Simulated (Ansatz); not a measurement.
Ideal-gas functions of `[F][AlH][PH2]` at 500 K and 1 bar, from an Ansatz frequency run at PBE0-D4/def2-TZVP.

Molar mass 79.98 g/mol, point group C1 (symmetry number 1), electronic degeneracy 1, moments of inertia 24.154, 157.453, 178.087 u Å². Harmonic wavenumbers (cm⁻¹, unscaled): 123, 165, 379, 416, 558, 589, 682, 840, 1085, 1956, 2398, 2413.

Use S(trans) = R[1.5 ln M + 2.5 ln T − 1.1517]; rotational temperatures θ = 24.2544 K / I; S(rot) = R[ln(√π/σ · √(T³/θAθBθC)) + 1.5]; for each mode x = 1.438777 ν̃/T, S = R[x/(eˣ − 1) − ln(1 − e⁻ˣ)] and H = RT x/(eˣ − 1); 1 cm⁻¹ = 0.0119627 kJ/mol; R = 8.31446 J/(mol·K).

Task: By hand: the entropy, in J/(mol·K).

Result: Translation 174.3. Rotation: θ = 1.0042, 0.154, 0.1362 K, giving 110.8. Vibration, mode by mode: 16.99, 14.59, 7.99, 7.30, 5.22, 4.86, 3.93, 2.74, 1.57, 0.20, 0.07, 0.06, in all 65.5. Electronic 0.0. Sum 350.6 J/(mol·K).

Task: By hand: H − E and G − E in kJ/mol, counted from the electronic energy.

Result: Zero-point energy ½ × 11604 × 0.0119627 = 69.4; thermal vibration 17.5; translation, rotation and pV give 4 RT = 16.6. H − E = 103.5 kJ/mol, and G − E = 103.5 − 500 × 350.6/1000 = -71.8 kJ/mol.

Vibration gives 19 % of the entropy, 17.0 J/(mol·K) of it from the mode under 150 cm⁻¹: soft modes count most, and the harmonic formula is weakest for them. The sum counts one conformer and one mirror image; others add a mixing term.
